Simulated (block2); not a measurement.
# DMRG/STO-3G run of H2O2 (hydrogen peroxide)

What is the energy change on altering one bond length of H2O2 (hydrogen peroxide) at DMRG/STO-3G? Input form: a Python script.

The calculation is run with block2 0.5.4.

1 further run of the same task is left out (it didn't finish).

## Step 1: The system as given

The species is H2O2 (4 atoms), meant as a singlet with charge 0. SMILES: `OO`. Geometry: relaxed at PBE0-D4/def2-TZVP.

Bond lengths: O1–O2 1.426 Å, O1–H3 0.965 Å, O2–H4 0.965 Å. Angles: O1–O2–H4 101.1°, O2–O1–H3 101.1°.

## Step 2: The energy at DMRG/STO-3G

File dmrg.py:

```python
import numpy as np
from pyscf import cc, dft, gto, mcscf, mp, scf
from pyblock2._pyscf.ao2mo import integrals as itg
from pyblock2.driver.core import DMRGDriver, SymmetryTypes
from scipy.stats import linregress

geom = [
    ("O", (-0.486800, -0.581100, 0.030600)),
    ("O", (0.048300, 0.728400, 0.206900)),
    ("H", (0.186400, -1.117000, 0.467400)),
    ("H", (0.252100, 0.969800, -0.704900)),
]
mol = gto.M(
    atom=geom,
    basis="sto-3g",
    charge=0,
    verbose=3,
)
print("basis functions = %d" % (mol.nao))
mf = scf.RHF(mol)
mf.conv_tol = 1e-10
mf.max_cycle = 200
mf.kernel()
if not mf.converged:
    mf = mf.newton().run(mf.mo_coeff, mf.mo_occ)
print("reference energy = %.10f" % (mf.e_tot))
# single-reference ladder for comparison
ref = mf
pt = mp.MP2(ref, frozen=2).run()
mycc = cc.CCSD(ref, frozen=2)
mycc.max_cycle = 150
mycc.kernel()
print(f"E(MP2) = {pt.e_tot:.10f}")
if mycc.converged:
    print(f"CCSD total energy = {mycc.e_tot:.10f}")
    print("CCSD(T) total energy = %.10f" % (mycc.e_tot + mycc.ccsd_t()))
    print("T1 diagnostic = %.4f" % (mycc.get_t1_diagnostic()))
# a few density functionals on the same geometry and basis
ks = dft.RKS(mol, xc="m06l").set(conv_tol=1e-9, verbose=3).run()
if ks.converged:
    print("E(M06-L) = %.8f" % (ks.e_tot))
ks = dft.RKS(mol, xc="camb3lyp").set(conv_tol=1e-9, verbose=3).run()
if ks.converged:
    print("E(CAM-B3LYP) = %.8f" % (ks.e_tot))
ks = dft.RKS(mol, xc="hse06").set(conv_tol=1e-9, verbose=3).run()
if ks.converged:
    print(f"E(HSE06) = {ks.e_tot:.8f}")
# rotate to MP2 natural orbitals
occ_no, mo = mcscf.addons.make_natural_orbitals(mp.MP2(mf, frozen=2).run())
mf.mo_coeff = mo
ncas, n_elec, spin, ecore, h1e, g2e, orb_sym = itg.get_rhf_integrals(mf, ncore=2, ncas=10, pg_symm=False, g2e_symm=1)
dmrg = DMRGDriver(scratch="./tmp", symm_type=SymmetryTypes.SU2, stack_mem=1500 << 20, n_threads=1)
# order the orbitals along the chain
idx = dmrg.orbital_reordering(h1e, g2e, method="fiedler")
print("orbital order:", idx.tolist())
h1e = h1e[np.ix_(idx, idx)]
g2e = g2e[np.ix_(idx, idx, idx, idx)]
orb_sym = np.array(orb_sym)[idx]
dmrg.initialize_system(n_sites=ncas, n_elec=n_elec, spin=spin, orb_sym=orb_sym)
mpo = dmrg.get_qc_mpo(h1e=h1e, g2e=g2e, ecore=ecore, iprint=0)
occs = np.array([1.9] * 7 + [0.1] * 3)[idx]
psi = dmrg.get_random_mps(tag="GS", bond_dim=12, nroots=1, occs=occs)
bond_dims = [12] * 3 + [25] * 4 + [50] * 2 + [100] * 2
noises = [0.001] * 3 + [0.0001] * 4 + [0.0001] * 2 + [1e-05] * 2 + [0]
thrds = [1e-07] * 11
e = dmrg.dmrg(mpo, psi, n_sweeps=17, tol=1e-06, bond_dims=bond_dims, noises=noises, thrds=thrds, iprint=2)
ms, dws, es = dmrg.get_dmrg_results()
print("DW = %.3e" % (dws[-1]))
print("final energy = %.10f" % (e))
# reverse schedule: lower the bond dimension without noise and extrapolate in the discarded weight
psi = dmrg.adjust_mps(psi, dot=2)[0]
back = [90, 75, 60, 45]
dmrg.dmrg(mpo, psi, n_sweeps=4 * len(back), tol=0, bond_dims=[m for m in back for _ in range(4)], noises=[0] * (4 * len(back)), thrds=[1e-9] * (4 * len(back)), iprint=1)
ms, dws, es = dmrg.get_dmrg_results()
ms, dws, es = ms[3::4], dws[3::4], np.array(es)[3::4, 0]
fit = linregress(dws, es)
print("M values =", np.round(ms, 1).tolist())
print("discarded weights =", np.round(dws, 12).tolist())
print("E(M) =", np.round(es, 9).tolist())
print(f"E(DW -> 0) = {fit.intercept:.8f}")
print("extrapolation error = %.3e" % (abs(fit.intercept - es.min()) / 5))
# FCI check
ci = mcscf.CASCI(mf, 10, (7, 7))
ci.fix_spin_(ss=0)
ci.fcisolver.conv_tol = 1e-10
ci.fcisolver.max_cycle = 200
ci.kernel()
print(f"FCI energy = {ci.e_tot:.10f}")
```

The run is started by

```sh
$ python dmrg.py
```

Standard output:

```text
basis functions = 12
converged SCF energy = -148.760540624267
reference energy = -148.7605406243
E(RMP2) = -148.836545058471  E_corr = -0.0760044342033492
E(SCS-RMP2) = -148.846776101894  E_corr = -0.086235477626873
E(CCSD) = -148.864754125021  E_corr = -0.1042135007538345
E(MP2) = -148.8365450585
CCSD total energy = -148.8647541250
CCSD(T) correction = -0.000480981472217276
CCSD(T) total energy = -148.8652351065
T1 diagnostic = 0.0072
converged SCF energy = -149.422674003948
E(M06-L) = -149.42267400
converged SCF energy = -149.379428504586
E(CAM-B3LYP) = -149.37942850
converged SCF energy = -149.320829841828
E(HSE06) = -149.32082984
E(RMP2) = -148.836545058471  E_corr = -0.0760044342033492
E(SCS-RMP2) = -148.846776101894  E_corr = -0.086235477626873
orbital order: [9, 8, 4, 5, 2, 3, 6, 7, 1, 0]
Environment initialization | Nsites =    10 | Center =     0
 INIT-R <-- Site =    7 ..  Bmem =   200 B Rmem =    32 B T = 0.00
 INIT-R <-- Site =    6 ..  Bmem =   568 B Rmem =    56 B T = 0.00
 INIT-R <-- Site =    5 ..  Bmem =   776 B Rmem =    96 B T = 0.00
 INIT-R <-- Site =    4 ..  Bmem = 1.04 KB Rmem =   152 B T = 0.00
 INIT-R <-- Site =    3 ..  Bmem = 1.40 KB Rmem =   808 B T = 0.00
 INIT-R <-- Site =    2 ..  Bmem = 5.51 KB Rmem =   592 B T = 0.00
 INIT-R <-- Site =    1 ..  Bmem = 3.97 KB Rmem =   424 B T = 0.00
 INIT-R <-- Site =    0 ..  Bmem = 2.87 KB Rmem =   304 B T = 0.00
Time init sweep =        0.010 | MaxBmem = 5.51 KB | MaxRmem =   592 B
 | Tread = 0.000 | Twrite = 0.002 | Tfpread = 0.000 | Tfpwrite = 0.000 | data = 2.41 KB | cpsd = 1.82 KB | Tasync = 0.000

Sweep =    0 | Direction =  forward | Bond dimension =   12 | Noise =  1.00e-03 | Dav threshold =  1.00e-07
 --> Site =    0-   1 .. Mmps =    2 Ndav =   3 E =   -148.7605406243 Error = 0.00e+00 FLOPS = 9.16e+05 Tdav = 0.00 T = 0.00
 --> Site =    1-   2 .. Mmps =    7 Ndav =   4 E =   -148.7752399039 Error = 0.00e+00 FLOPS = 7.12e+06 Tdav = 0.00 T = 0.01
 --> Site =    2-   3 .. Mmps =   12 Ndav =   5 E =   -148.7880508490 Error = 2.81e-07 FLOPS = 2.64e+07 Tdav = 0.00 T = 0.01
 --> Site =    3-   4 .. Mmps =   12 Ndav =   5 E =   -148.7890276591 Error = 4.95e-08 FLOPS = 5.79e+07 Tdav = 0.00 T = 0.02
 --> Site =    4-   5 .. Mmps =   12 Ndav =   4 E =   -148.7893529509 Error = 1.31e-20 FLOPS = 6.31e+07 Tdav = 0.00 T = 0.02
 --> Site =    5-   6 .. Mmps =   12 Ndav =   5 E =   -148.7897375936 Error = 1.73e-20 FLOPS = 7.48e+07 Tdav = 0.00 T = 0.02
 --> Site =    6-   7 .. Mmps =   12 Ndav =   5 E =   -148.8331399632 Error = 3.96e-17 FLOPS = 6.76e+07 Tdav = 0.00 T = 0.01
 --> Site =    7-   8 .. Mmps =   12 Ndav =   4 E =   -148.8341822517 Error = 7.15e-18 FLOPS = 5.73e+07 Tdav = 0.00 T = 0.01
 --> Site =    8-   9 .. Mmps =   12 Ndav =   4 E =   -148.8346065229 Error = 2.10e-16 FLOPS = 2.98e+07 Tdav = 0.00 T = 0.01
Time elapsed =      0.103 | E =    -148.8346065229 | DW = 2.80831e-07
Time sweep =        0.103 | 291 KFLOP/SWP
 | Dmem = 27.2 KB (2%) | Imem = 16.3 KB (96%) | Hmem = 237 KB | Wmem = 312 B | Pmem = 2.20 KB
 | Tread = 0.001 | Twrite = 0.004 | Tfpread = 0.000 | Tfpwrite = 0.001 | Tmporead = 0.000
 | data = 97.5 KB | cpsd = 79.1 KB | Tasync = 0.000
 | Trot = 0.003 | Tctr = 0.001 | Tint = 0.001 | Tmid = 0.000 | Tdctr = 0.002 | Tdiag = 0.002 | Tinfo = 0.005
 | Teff = 0.050 | Tprt = 0.004 | Teig = 0.006 | Tblk = 0.089 | Tmve = 0.013 | Tdm = 0.000 | Tsplt = 0.001 | Tsvd = 0.000 | Torth = 0.000

Sweep =    1 | Direction = backward | Bond dimension =   12 | Noise =  1.00e-03 | Dav threshold =  1.00e-07
 <-- Site =    8-   9 .. Mmps =    3 Ndav =   1 E =   -148.8346065229 Error = 0.00e+00 FLOPS = 1.71e+07 Tdav = 0.00 T = 0.00
 <-- Site =    7-   8 .. Mmps =    6 Ndav =   3 E =   -148.8346106949 Error = 0.00e+00 FLOPS = 7.19e+07 Tdav = 0.00 T = 0.01
 <-- Site =    6-   7 .. Mmps =   12 Ndav =   6 E =   -148.8355097793 Error = 3.04e-05 FLOPS = 2.26e+08 Tdav = 0.00 T = 0.01
 <-- Site =    5-   6 .. Mmps =   12 Ndav =   6 E =   -148.8392123988 Error = 3.59e-05 FLOPS = 2.80e+08 Tdav = 0.00 T = 0.04
 <-- Site =    4-   5 .. Mmps =   12 Ndav =   5 E =   -148.8424896662 Error = 2.07e-04 FLOPS = 1.83e+08 Tdav = 0.01 T = 0.05
 <-- Site =    3-   4 .. Mmps =   12 Ndav =   5 E =   -148.8434335752 Error = 1.32e-04 FLOPS = 1.92e+08 Tdav = 0.01 T = 0.03
 <-- Site =    2-   3 .. Mmps =   12 Ndav =   5 E =   -148.8482657737 Error = 1.01e-04 FLOPS = 1.08e+08 Tdav = 0.00 T = 0.02
 <-- Site =    1-   2 .. Mmps =   12 Ndav =   2 E =   -148.8481838890 Error = 3.10e-06 FLOPS = 6.74e+07 Tdav = 0.00 T = 0.02
 <-- Site =    0-   1 .. Mmps =   12 Ndav =   4 E =   -148.8600149446 Error = 2.44e-20 FLOPS = 2.40e+07 Tdav = 0.00 T = 0.01
Time elapsed =      0.297 | E =    -148.8600149446 | DE = -2.54e-02 | DW = 2.07169e-04
Time sweep =        0.193 | 4.40 MFLOP/SWP
 | Dmem = 30.0 KB (11%) | Imem = 33.1 KB (97%) | Hmem = 464 KB | Wmem = 1.69 KB | Pmem = 13.0 KB
 | Tread = 0.001 | Twrite = 0.003 | Tfpread = 0.000 | Tfpwrite = 0.001 | Tmporead = 0.000
 | data = 80.0 KB | cpsd = 66.8 KB | Tasync = 0.000
 | Trot = 0.005 | Tctr = 0.000 | Tint = 0.001 | Tmid = 0.000 | Tdctr = 0.001 | Tdiag = 0.003 | Tinfo = 0.005
 | Teff = 0.099 | Tprt = 0.009 | Teig = 0.024 | Tblk = 0.178 | Tmve = 0.015 | Tdm = 0.000 | Tsplt = 0.001 | Tsvd = 0.000 | Torth = 0.000

[... 3 lines left out ...]
 --> Site =    2-   3 .. Mmps =   12 Ndav =   5 E =   -148.8609253981 Error = 1.85e-04 FLOPS = 1.54e+08 Tdav = 0.00 T = 0.02
[... 2 lines left out ...]
 --> Site =    5-   6 .. Mmps =   12 Ndav =   5 E =   -148.8624703612 Error = 1.16e-04 FLOPS = 3.58e+08 Tdav = 0.00 T = 0.04
[... 2 lines left out ...]
 --> Site =    8-   9 .. Mmps =   12 Ndav =   1 E =   -148.8623394772 Error = 2.44e-16 FLOPS = 1.66e+07 Tdav = 0.00 T = 0.01
[... 11 lines left out ...]
 <-- Site =    6-   7 .. Mmps =   25 Ndav =   4 E =   -148.8625140776 Error = 2.86e-11 FLOPS = 1.68e+08 Tdav = 0.00 T = 0.02
[... 2 lines left out ...]
 <-- Site =    3-   4 .. Mmps =   25 Ndav =   6 E =   -148.8643640617 Error = 2.75e-06 FLOPS = 6.22e+08 Tdav = 0.01 T = 0.03
[... 2 lines left out ...]
 <-- Site =    0-   1 .. Mmps =   16 Ndav =   1 E =   -148.8652107342 Error = 7.08e-21 FLOPS = 6.02e+07 Tdav = 0.00 T = 0.01
[... 11 lines left out ...]
 --> Site =    2-   3 .. Mmps =   25 Ndav =   4 E =   -148.8652801242 Error = 1.66e-05 FLOPS = 4.82e+08 Tdav = 0.00 T = 0.03
[... 2 lines left out ...]
 --> Site =    5-   6 .. Mmps =   25 Ndav =   6 E =   -148.8653776485 Error = 4.47e-06 FLOPS = 9.49e+08 Tdav = 0.01 T = 0.05
[... 2 lines left out ...]
 --> Site =    8-   9 .. Mmps =   15 Ndav =   1 E =   -148.8653675451 Error = 8.79e-21 FLOPS = 7.16e+07 Tdav = 0.00 T = 0.01
[... 11 lines left out ...]
 <-- Site =    6-   7 .. Mmps =   25 Ndav =   2 E =   -148.8653678108 Error = 2.17e-08 FLOPS = 3.78e+08 Tdav = 0.00 T = 0.02
[... 2 lines left out ...]
 <-- Site =    3-   4 .. Mmps =   25 Ndav =   3 E =   -148.8653824721 Error = 6.06e-06 FLOPS = 6.59e+08 Tdav = 0.01 T = 0.06
[... 2 lines left out ...]
 <-- Site =    0-   1 .. Mmps =   15 Ndav =   1 E =   -148.8653436534 Error = 2.40e-21 FLOPS = 6.13e+06 Tdav = 0.00 T = 0.01
[... 11 lines left out ...]
 --> Site =    2-   3 .. Mmps =   25 Ndav =   4 E =   -148.8654215358 Error = 1.64e-05 FLOPS = 4.55e+08 Tdav = 0.00 T = 0.03
[... 2 lines left out ...]
 --> Site =    5-   6 .. Mmps =   25 Ndav =   3 E =   -148.8653809646 Error = 4.43e-06 FLOPS = 1.09e+09 Tdav = 0.00 T = 0.07
[... 2 lines left out ...]
 --> Site =    8-   9 .. Mmps =   16 Ndav =   1 E =   -148.8653700708 Error = 2.08e-21 FLOPS = 5.25e+07 Tdav = 0.00 T = 0.01
[... 11 lines left out ...]
 <-- Site =    6-   7 .. Mmps =   31 Ndav =   2 E =   -148.8653703035 Error = 0.00e+00 FLOPS = 3.46e+08 Tdav = 0.00 T = 0.03
[... 2 lines left out ...]
 <-- Site =    3-   4 .. Mmps =   50 Ndav =   4 E =   -148.8654233049 Error = 2.83e-07 FLOPS = 1.52e+09 Tdav = 0.01 T = 0.07
[... 2 lines left out ...]
 <-- Site =    0-   1 .. Mmps =   15 Ndav =   1 E =   -148.8654878225 Error = 1.22e-21 FLOPS = 1.65e+08 Tdav = 0.00 T = 0.01
[... 11 lines left out ...]
 --> Site =    2-   3 .. Mmps =   35 Ndav =   2 E =   -148.8654878894 Error = 0.00e+00 FLOPS = 8.82e+08 Tdav = 0.00 T = 0.03
[... 2 lines left out ...]
 --> Site =    5-   6 .. Mmps =   50 Ndav =   3 E =   -148.8655047791 Error = 1.89e-07 FLOPS = 1.57e+09 Tdav = 0.01 T = 0.15
[... 2 lines left out ...]
 --> Site =    8-   9 .. Mmps =   16 Ndav =   1 E =   -148.8655047032 Error = 1.02e-20 FLOPS = 1.36e+08 Tdav = 0.00 T = 0.02
[... 11 lines left out ...]
 <-- Site =    6-   7 .. Mmps =   34 Ndav =   1 E =   -148.8655047032 Error = 0.00e+00 FLOPS = 5.97e+08 Tdav = 0.00 T = 0.04
 <-- Site =    5-   6 .. Mmps =  100 Ndav =   2 E =   -148.8655049145 Error = 0.00e+00 FLOPS = 1.51e+09 Tdav = 0.01 T = 0.15
 <-- Site =    4-   5 .. Mmps =  100 Ndav =   3 E =   -148.8655100853 Error = 1.43e-09 FLOPS = 2.67e+09 Tdav = 0.02 T = 0.25
 <-- Site =    3-   4 .. Mmps =  100 Ndav =   3 E =   -148.8655143567 Error = 3.04e-09 FLOPS = 2.32e+09 Tdav = 0.02 T = 0.15
 <-- Site =    2-   3 .. Mmps =  100 Ndav =   1 E =   -148.8655143557 Error = 7.48e-10 FLOPS = 1.02e+09 Tdav = 0.00 T = 0.11
 <-- Site =    1-   2 .. Mmps =   73 Ndav =   1 E =   -148.8655143557 Error = 4.98e-20 FLOPS = 5.74e+08 Tdav = 0.00 T = 0.18
 <-- Site =    0-   1 .. Mmps =   16 Ndav =   1 E =   -148.8655143557 Error = 2.41e-21 FLOPS = 1.98e+08 Tdav = 0.00 T = 0.02
[... 8 lines left out ...]
Sweep =   10 | Direction =  forward | Bond dimension =  100 | Noise =  1.00e-05 | Dav threshold =  1.00e-07
 --> Site =    0-   1 .. Mmps =    3 Ndav =   1 E =   -148.8655143557 Error = 0.00e+00 FLOPS = 2.41e+08 Tdav = 0.00 T = 0.01
 --> Site =    1-   2 .. Mmps =   10 Ndav =   1 E =   -148.8655143557 Error = 0.00e+00 FLOPS = 7.08e+08 Tdav = 0.00 T = 0.05
 --> Site =    2-   3 .. Mmps =   35 Ndav =   1 E =   -148.8655143557 Error = 0.00e+00 FLOPS = 1.26e+09 Tdav = 0.00 T = 0.07
 --> Site =    3-   4 .. Mmps =  100 Ndav =   1 E =   -148.8655143557 Error = 1.99e-11 FLOPS = 2.28e+09 Tdav = 0.01 T = 0.13
 --> Site =    4-   5 .. Mmps =  100 Ndav =   3 E =   -148.8655156519 Error = 1.05e-08 FLOPS = 2.95e+09 Tdav = 0.04 T = 0.37
 --> Site =    5-   6 .. Mmps =  100 Ndav =   2 E =   -148.8655157201 Error = 2.54e-09 FLOPS = 2.79e+09 Tdav = 0.01 T = 0.28
 --> Site =    6-   7 .. Mmps =  100 Ndav =   2 E =   -148.8655159358 Error = 1.57e-10 FLOPS = 1.30e+09 Tdav = 0.01 T = 0.09
 --> Site =    7-   8 .. Mmps =   69 Ndav =   1 E =   -148.8655159358 Error = 1.77e-20 FLOPS = 5.84e+08 Tdav = 0.00 T = 0.05
 --> Site =    8-   9 .. Mmps =   17 Ndav =   1 E =   -148.8655159358 Error = 3.52e-21 FLOPS = 2.22e+08 Tdav = 0.00 T = 0.02
Time elapsed =      4.721 | E =    -148.8655159358 | DE = -1.58e-06 | DW = 1.04821e-08
Time sweep =        1.078 | 178 MFLOP/SWP
 | Dmem = 1.42 MB (5%) | Imem = 61.7 KB (97%) | Hmem = 29.6 MB | Wmem = 38.0 KB | Pmem = 478 KB
 | Tread = 0.022 | Twrite = 0.015 | Tfpread = 0.021 | Tfpwrite = 0.014 | Tmporead = 0.000
 | data = 4.08 MB | cpsd = 3.28 MB | Tasync = 0.000
 | Trot = 0.023 | Tctr = 0.001 | Tint = 0.001 | Tmid = 0.000 | Tdctr = 0.013 | Tdiag = 0.008 | Tinfo = 0.008
 | Teff = 0.845 | Tprt = 0.020 | Teig = 0.073 | Tblk = 1.026 | Tmve = 0.051 | Tdm = 0.002 | Tsplt = 0.010 | Tsvd = 0.000 | Torth = 0.000

Sweep =   11 | Direction = backward | Bond dimension =  100 | Noise =  0.00e+00 | Dav threshold =  1.00e-07
 <-- Site =    8-   9 .. Mmps =    3 Ndav =   1 E =   -148.8655159358 Error = 0.00e+00 FLOPS = 2.15e+08 Tdav = 0.00 T = 0.01
 <-- Site =    7-   8 .. Mmps =   10 Ndav =   1 E =   -148.8655159358 Error = 0.00e+00 FLOPS = 5.71e+08 Tdav = 0.00 T = 0.04
 <-- Site =    6-   7 .. Mmps =   35 Ndav =   1 E =   -148.8655159358 Error = 0.00e+00 FLOPS = 1.13e+09 Tdav = 0.00 T = 0.07
 <-- Site =    5-   6 .. Mmps =   79 Ndav =   1 E =   -148.8655159358 Error = 2.63e-22 FLOPS = 2.26e+09 Tdav = 0.01 T = 0.28
 <-- Site =    4-   5 .. Mmps =   94 Ndav =   1 E =   -148.8655159358 Error = 1.66e-20 FLOPS = 3.59e+09 Tdav = 0.01 T = 0.29
 <-- Site =    3-   4 .. Mmps =   88 Ndav =   1 E =   -148.8655159358 Error = 3.27e-20 FLOPS = 2.43e+09 Tdav = 0.01 T = 0.11
 <-- Site =    2-   3 .. Mmps =   41 Ndav =   1 E =   -148.8655159358 Error = 4.34e-20 FLOPS = 1.16e+09 Tdav = 0.00 T = 0.07
 <-- Site =    1-   2 .. Mmps =   20 Ndav =   1 E =   -148.8655159358 Error = 2.65e-20 FLOPS = 3.05e+08 Tdav = 0.00 T = 0.03
 <-- Site =    0-   1 .. Mmps =    8 Ndav =   1 E =   -148.8655159358 Error = 3.03e-21 FLOPS = 3.48e+07 Tdav = 0.00 T = 0.01
Time elapsed =      5.633 | E =    -148.8655159358 | DE = -1.42e-14 | DW = 4.34108e-20
Time sweep =        0.912 | 74.2 MFLOP/SWP
 | Dmem = 1.38 MB (5%) | Imem = 61.7 KB (97%) | Hmem = 23.7 MB | Wmem = 36.3 KB | Pmem = 0 B
 | Tread = 0.009 | Twrite = 0.010 | Tfpread = 0.009 | Tfpwrite = 0.008 | Tmporead = 0.000
 | data = 2.73 MB | cpsd = 2.09 MB | Tasync = 0.000
 | Trot = 0.021 | Tctr = 0.000 | Tint = 0.001 | Tmid = 0.000 | Tdctr = 0.001 | Tdiag = 0.007 | Tinfo = 0.006
 | Teff = 0.762 | Tprt = 0.000 | Teig = 0.033 | Tblk = 0.871 | Tmve = 0.040 | Tdm = 0.000 | Tsplt = 0.007 | Tsvd = 0.000 | Torth = 0.000

DW = 4.341e-20
final energy = -148.8655159358

Sweep =    0 | Direction =  forward | Bond dimension =   90 | Noise =  0.00e+00 | Dav threshold =  1.00e-09
Time elapsed =      0.839 | E =    -148.8655159547 | DW = 8.83410e-09

Sweep =    1 | Direction = backward | Bond dimension =   90 | Noise =  0.00e+00 | Dav threshold =  1.00e-09
Time elapsed =      1.576 | E =    -148.8655159579 | DE = -3.25e-09 | DW = 8.69756e-09

Sweep =    2 | Direction =  forward | Bond dimension =   90 | Noise =  0.00e+00 | Dav threshold =  1.00e-09
Time elapsed =      2.459 | E =    -148.8655159579 | DE = -4.83e-12 | DW = 8.68422e-09

Sweep =    3 | Direction = backward | Bond dimension =   90 | Noise =  0.00e+00 | Dav threshold =  1.00e-09
Time elapsed =      3.272 | E =    -148.8655159579 | DE = -7.82e-14 | DW = 8.69744e-09

Sweep =    4 | Direction =  forward | Bond dimension =   75 | Noise =  0.00e+00 | Dav threshold =  1.00e-09
Time elapsed =      4.018 | E =    -148.8655159426 | DE = 1.53e-08 | DW = 1.25272e-07

Sweep =    5 | Direction = backward | Bond dimension =   75 | Noise =  0.00e+00 | Dav threshold =  1.00e-09
Time elapsed =      4.750 | E =    -148.8655159269 | DE = 1.57e-08 | DW = 1.21378e-07

Sweep =    6 | Direction =  forward | Bond dimension =   75 | Noise =  0.00e+00 | Dav threshold =  1.00e-09
Time elapsed =      5.461 | E =    -148.8655159237 | DE = 3.20e-09 | DW = 1.18354e-07

Sweep =    7 | Direction = backward | Bond dimension =   75 | Noise =  0.00e+00 | Dav threshold =  1.00e-09
Time elapsed =      6.025 | E =    -148.8655159237 | DE = -2.97e-11 | DW = 1.18299e-07

Sweep =    8 | Direction =  forward | Bond dimension =   60 | Noise =  0.00e+00 | Dav threshold =  1.00e-09
Time elapsed =      6.715 | E =    -148.8655154804 | DE = 4.43e-07 | DW = 6.97432e-07

Sweep =    9 | Direction = backward | Bond dimension =   60 | Noise =  0.00e+00 | Dav threshold =  1.00e-09
Time elapsed =      7.327 | E =    -148.8655148285 | DE = 6.52e-07 | DW = 6.63129e-07

Sweep =   10 | Direction =  forward | Bond dimension =   60 | Noise =  0.00e+00 | Dav threshold =  1.00e-09
Time elapsed =      7.969 | E =    -148.8655147168 | DE = 1.12e-07 | DW = 5.86531e-07

Sweep =   11 | Direction = backward | Bond dimension =   60 | Noise =  0.00e+00 | Dav threshold =  1.00e-09
Time elapsed =      8.430 | E =    -148.8655147170 | DE = -1.65e-10 | DW = 5.86550e-07

Sweep =   12 | Direction =  forward | Bond dimension =   45 | Noise =  0.00e+00 | Dav threshold =  1.00e-09
Time elapsed =      8.894 | E =    -148.8655130142 | DE = 1.70e-06 | DW = 1.79958e-06

Sweep =   13 | Direction = backward | Bond dimension =   45 | Noise =  0.00e+00 | Dav threshold =  1.00e-09
Time elapsed =      9.272 | E =    -148.8655081372 | DE = 4.88e-06 | DW = 1.55949e-06

Sweep =   14 | Direction =  forward | Bond dimension =   45 | Noise =  0.00e+00 | Dav threshold =  1.00e-09
Time elapsed =      9.772 | E =    -148.8655076944 | DE = 4.43e-07 | DW = 1.25311e-06

Sweep =   15 | Direction = backward | Bond dimension =   45 | Noise =  0.00e+00 | Dav threshold =  1.00e-09
Time elapsed =     10.290 | E =    -148.8655075299 | DE = 1.64e-07 | DW = 1.17663e-06

M values = [90, 75, 60, 45]
discarded weights = [8.697e-09, 1.18299e-07, 5.8655e-07, 1.176633e-06]
E(M) = [-148.865515958, -148.865515924, -148.865514717, -148.86550753]
E(DW -> 0) = -148.86551691
extrapolation error = 1.895e-07
CASCI E = -148.865515958105  E(CI) = -55.5268866396172  S^2 = 0.0000000
FCI energy = -148.8655159581
```

Wall time 26 s (1 thread of Intel Xeon at 2.50GHz (Skylake/Cascade Lake), shared host); peak memory 0.32 GiB.

[end of part 1 of 2]
